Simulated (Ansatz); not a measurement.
The first iterations of a band of C$_{4}$H$_{12}$N$_{2}$ (18 atoms, charge 0, multiplicity 1).

Level of theory: RKS B3LYP-D4/6-31G* (Ansatz 0.2.0).

| Property | Result |
| --- | --- |
| movable images | 7 |
| climbing image | yes |
| spring | 5.0 eV/Å² |
| optimiser | quadratic models (default) |
| start path | through a guess of the saddle point |
| force threshold | 0.03 eV/Å |
| iteration limit | 60 |
| end points | relaxed |

First end point:

```xyz
18
Properties=species:S:1:pos:R:3
C -0.418 -0.821 -1.901
C 0.711 -0.064 -1.181
N 0.557 0.132 0.258
C 0.614 -1.098 1.037
C -0.559 0.984 0.623
N -0.357 1.486 1.979
H -0.550 -1.831 -1.498
H -0.189 -0.916 -2.969
H -1.376 -0.296 -1.811
H 1.659 -0.594 -1.338
H 0.827 0.927 -1.639
H -0.221 -1.794 0.832
H 0.586 -0.841 2.097
H 1.553 -1.621 0.823
H -0.622 1.773 -0.148
H -1.532 0.455 0.620
H 0.448 2.109 1.988
H -1.169 2.021 2.281
```

Last end point:

```xyz
18
Properties=species:S:1:pos:R:3
C -0.519 -0.788 -1.886
C 0.666 -0.052 -1.277
N 0.496 0.203 0.184
C 0.611 -1.022 1.027
C -0.768 1.144 0.458
N -0.451 1.720 1.753
H -0.659 -1.787 -1.459
H -0.356 -0.908 -2.962
H -1.426 -0.198 -1.730
H 1.603 -0.603 -1.432
H 0.744 0.942 -1.722
H -0.236 -1.676 0.811
H 0.566 -0.694 2.067
H 1.550 -1.562 0.849
H 1.242 0.833 0.483
H -1.559 0.382 0.582
H -0.581 2.726 1.747
H -0.961 1.352 2.558
```

| iteration | highest image above the first end (eV) | largest band force component (eV/Å) |
| --- | --- | --- |
| 1 | 7.630 | 18.971 |
| 2 | 4.419 | 2.987 |
| 3 | 4.101 | 2.224 |
| 4 | 3.897 | 2.116 |
| 5 | 3.761 | 1.880 |
| 6 | 3.616 | 1.578 |
| 7 | 3.322 | 1.375 |
| 8 | 3.014 | 1.584 |
| 9 | 2.850 | 0.932 |
| 10 | 2.894 | 0.796 |
| 11 | 3.064 | 0.868 |
| 12 | 3.105 | 0.671 |
| 13 | 3.121 | 1.821 |
| 14 | 3.108 | 0.640 |
| 15 | 2.980 | 0.979 |
| 16 | 2.914 | 1.048 |
| 17 | 2.748 | 1.134 |
| 18 | 2.690 | 0.785 |
| 19 | 2.781 | 0.633 |
| 20 | 2.882 | 0.838 |

**Question.** Does the band converge within its limit, and where does its top end?

**Answer.** It did not converge within its limit. It ended after 60 iterations with the highest image 2.976 eV above the first end. The band didn't meet its force threshold, so its energies are provisional: the largest band force was still 0.19 eV/Å, and over the last iterations the top stayed at 2.98 eV. Neighbouring images lie up to 3.1 Å apart, so the band is torn or far too coarse. Inner images lie below an end point, which means an intermediate or an end that isn't the lowest structure nearby. The orbitals stay closed-shell, which can raise the energy where a bond breaks towards radicals; this wasn't checked here.

The run took 20 min on 2 threads of Intel(R) Xeon(R) Platinum 8488C (Sapphire Rapids), on a shared host, peak memory 0.33 GiB.
